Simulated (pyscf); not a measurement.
This saddle point was located with ωB97X-D3(BJ)/def2-SVP in PySCF.

```xyz
6

S      0.4463     1.9028    -0.0149
Si     0.9543    -0.1581    -0.3051
H     -0.5966     1.7549     0.8246
H     -0.5964    -0.6759    -0.5894
H      0.1420    -0.8347    -1.4165
H      0.8308    -0.9794     0.9295
```
Charge 0, spin multiplicity 1.

Surface: singlet, charge 0. Lowest wavenumbers (cm⁻¹): 1258i, 337, 527, 539, 639.

What reaction is this the transition state of?

H₃Si–SH ⇌ :HSi–SH [singlet] + H₂, a 1,1-elimination read from left to right: H–Si, H–Si broken and H–H formed. At ωB97M-D3(BJ)/def2-TZVP it lies +256.6 kJ/mol from the left side and +81.3 kJ/mol from the right (each side as separated species at their lowest minima found). The same reactants have a lower exit, to H₂Si=S + H₂ (barrier +227.4 kJ/mol at ωB97M-D3(BJ)/def2-TZVP, against +256.6 kJ/mol here). :HSi–SH [singlet] lies 38.7 kJ/mol over its isomer H₂Si=S (electronic energy, ωB97M-D3(BJ)/def2-TZVP). This is the saddle that the search found; another between the same sides may lie lower.
